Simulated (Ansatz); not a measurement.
System: bcc Ta. Method: LDA in Ansatz (plane waves, PAW).

A relaxed, unreconstructed slab of the (110) face has 6 atoms, two equal faces of 7.488 Å² each and an energy of -58093.1690 eV. A bulk cell of 2 atoms with the same orientation and in-plane k mesh has -19365.2216 eV. Energies are extrapolated to zero smearing.

Run with plane-wave cutoff 500 eV, 20×20×1 k mesh (along the axes of the cell as run), Fermi–Dirac smearing 0.1 eV, scalar-relativistic PAW data made under PBE.

Worked out: γ = (E_slab − N E_bulk per atom)/2A = [-58093.1690 − 6 × (-19365.2216/2)]/(2 × 7.488) = 0.1667 eV/Å². With 16.022 J/m² per eV/Å² this is 2.67 J/m², or 1.25 eV per surface cell and face.

Ansatz is a program for electronic structure.
